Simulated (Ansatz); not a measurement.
**C2H2F4: up Jacob's ladder to CCSD(T)**

How much do the methods differ for C2H2F4? The plan is to run it at one geometry with functionals of several rungs and with coupled cluster. The yardstick is the atomisation energy at the CCSD(T) limit.

The runs use Ansatz 0.2.0, Gaussian basis; functionals in def2-TZVPP, the program's frozen cores in correlated methods.

Plan: LDA (SPW92), PBE-D4, revPBE-D4, BLYP-D4, r2SCAN-D4, B97M-V, PBE0-D4, B3LYP-D4, r2SCANh-D4, r2SCAN0-D4, HSE06-D4, BHLYP-D4, CAM-B3LYP-D4, LC-ωPBE, ωB97X-V, ωB97M-V, B2PLYP, PBE-QIDH; CCSD(T)/def2-SVP; CCSD(T)/def2-TZVPP; CCSD(T)/def2-QZVPP; extrapolation to the limit; RPA on PBE.

**1. The geometry**

The geometry comes from an earlier relaxation with PBE0-D4 in a triple-zeta def2 set; it is a stationary point, not always the lowest conformer.

SMILES `FCC(F)(F)F`, 8 atoms, charge 0, spin multiplicity 1.

Atoms are counted from 1 here; the program's logs count them from 0.

Bond lengths: F1–C2 1.364 Å, C2–C3 1.514 Å, C2–H7 1.093 Å, C2–H8 1.093 Å, C3–F4 1.332 Å, C3–F5 1.339 Å, C3–F6 1.332 Å. Angles: F1–C2–C3 109.8°, F1–C2–H7 109.7°, F1–C2–H8 109.7°, C3–C2–H7 108.6°, C3–C2–H8 108.6°, H7–C2–H8 110.3°, C2–C3–F4 111.9°, C2–C3–F5 108.9°, C2–C3–F6 111.9°, F4–C3–F5 108.1°, F4–C3–F6 107.8°, F5–C3–F6 108.1°.

**2. LDA**

This LDA is Slater exchange with PW92 correlation.

File in.yaml:

```yaml
crystal:
  periodic: [false, false, false]
  atoms:
    - {symbol: F, position_ang: [-0.224613, -1.506534, 0.915157]}
    - {symbol: C, position_ang: [-0.211199, -0.737778, -0.211657]}
    - {symbol: C, position_ang: [0.211238, 0.674252, 0.135451]}
    - {symbol: F, position_ang: [1.434396, 0.711331, 0.662421]}
    - {symbol: F, position_ang: [0.217106, 1.411780, -0.982138]}
    - {symbol: F, position_ang: [-0.624553, 1.243566, 1.002905]}
    - {symbol: H, position_ang: [0.502027, -1.148620, -0.930051]}
    - {symbol: H, position_ang: [-1.212300, -0.705097, -0.647889]}
basis:
  gaussian: {orbitals: def2-TZVPP}
hamiltonian: {xc: lda}
output: {orbitals: {seedname: orbitals}}
```

Command:

```
> ansatz run in.yaml --threads 2 --pin off --events-out ev --progress --plain --max-ram 32768MiB --backend cpu
```

After this run come: PBE-D4 (GGA); revPBE-D4 (GGA); BLYP-D4 (GGA); r2SCAN-D4 (meta-GGA); B97M-V (meta-GGA); PBE0-D4 (hybrid); B3LYP-D4 (hybrid); r2SCANh-D4 (hybrid); r2SCAN0-D4 (hybrid); HSE06-D4 (hybrid); BHLYP-D4 (hybrid); CAM-B3LYP-D4 (range-separated); LC-ωPBE (range-separated); ωB97X-V (range-separated); ωB97M-V (range-separated); B2PLYP (double hybrid); PBE-QIDH (double hybrid); CCSD(T) in def2-SVP; CCSD(T) in def2-TZVPP; CCSD(T) in def2-QZVPP; RPA on PBE orbitals.

**Question.** What will the summary of the whole plan be? Wanted: atomisation energy, CCSD(T)/CBS; farthest beyond LDA; mean size of error, GGA; mean size of error, meta-GGA; mean size of error, hybrid; mean size of error, range-separated; mean size of error, double hybrid; gap, smallest and largest; T1 diagnostic.

**Answer**, as computed:

```
                               quantity                                         value
        atomisation energy, CCSD(T)/CBS                                     32.993 eV
    functionals within 0.165 eV (0.5 %)  revPBE-D4, BLYP-D4, B97M-V, ωB97X-V, ωB97M-V
                    farthest beyond LDA                          BHLYP-D4 (-1.880 eV)
                mean size of error, GGA                                      0.577 eV
           mean size of error, meta-GGA                                      0.132 eV
             mean size of error, hybrid                                      0.582 eV
    mean size of error, range-separated                                      0.239 eV
      mean size of error, double hybrid                                      0.275 eV
              gap, smallest and largest     8.70 eV (LDA (SPW92)), 16.77 eV (LC-ωPBE)
                          T1 diagnostic                                        0.0115
triples share of the correlation energy                                         3.1 %
```

In words: LDA overbinds by 6.948 eV (21 %). PBE-D4 is off by +1.467 eV. Double hybrids carry the basis error of their MP2 part in triple zeta, and no dispersion term here, so their miss is partly the set-up's. Taken by rung, meta-GGA functionals do best (0.132 eV on average) and hybrid ones worst beyond LDA (0.582 eV). The mean of the hybrids holds BHLYP, with half exact exchange. The reference freezes the cores and leaves out relativity and excitations past (T), so misses under about 0.165 eV can't be ranked. Hartree-Fock recovers 69 % of the binding; the rest is correlation. CCSD(T) in def2-SVP is off by -1.540 eV, worse than the median functional, from the basis alone. Orbital gaps span 8.7 to 16.8 eV; exact exchange widens them.
